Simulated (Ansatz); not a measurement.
`F/C=C(\F)Cl` + H₂O → `O/C=C(/F)Cl` + H–F at 400 K and 1 bar (formal hydrolysis of a C–F bond).

Calculated with Ansatz (gas phase, PBE0-D4/def2-TZVP geometries, no zero-point term in ΔE). CCSD(T)/CBS adds triple-zeta CCSD(T) − MP2 to the extrapolated MP2 energy (def2 sets, frozen cores). This one scheme is used for every species. Double bonds are as drawn, so ΔE can hold a change between cis and trans. Each species was taken in one conformer, which may not be the lowest.

```csv
species,CCSD(T)/CBS energy (Eh),H − E (kJ/mol),S (J/(mol·K))
`F/C=C(\F)Cl`,-736.00915,96.7,325.8
H₂O,-76.37941,69.8,198.6
`O/C=C(/F)Cl`,-712.00367,131.0,331.5
H–F,-100.39570,36.5,182.2
```

H − E and S are ideal-gas, rigid-rotor, harmonic terms from PBE0-D4/def2-TZVP, for one conformer and one mirror image of each species. 1 Eh = 2625.50 kJ/mol, R = 8.31446 J/(mol·K).

Problem. By hand: ΔE, ΔH, ΔS and ΔG.

Solution. ΔE = (-712.00367) + (-100.39570) − (-736.00915) − (-76.37941) = -0.01081 Eh = -28.4 kJ/mol. Δ(H − E) = 131.0 + 36.5 − 96.7 − 69.8 = 1.0, so ΔH = -27.4 kJ/mol. ΔS = 331.5 + 182.2 − 325.8 − 198.6 = -10.7 J/(mol·K). ΔG = -27.4 − 400 × (-10.7)/1000 = -23.1 kJ/mol.

Problem. By hand: the equilibrium constant, and the temperature at which ΔG would vanish if ΔH and ΔS stayed fixed.

Solution. log₁₀ K = −ΔG/(RT ln 10) = 3.0. ΔG = 0 at ΔH/ΔS = 2561 K, far beyond where these terms or the molecules hold.

The number of gas molecules stays the same, so ΔS is small and ΔH decides. A doubt of 5 kJ/mol in ΔE shifts log₁₀ K by 0.7 here. Other conformers and mirror images would add mixing entropy, several J/(mol·K) or more a flexible species. These are equilibria of isolated gas molecules and say nothing of rates. Largest T1 diagnostic: 0.012 (customary marks: 0.02 for closed shells, 0.045 for open ones).
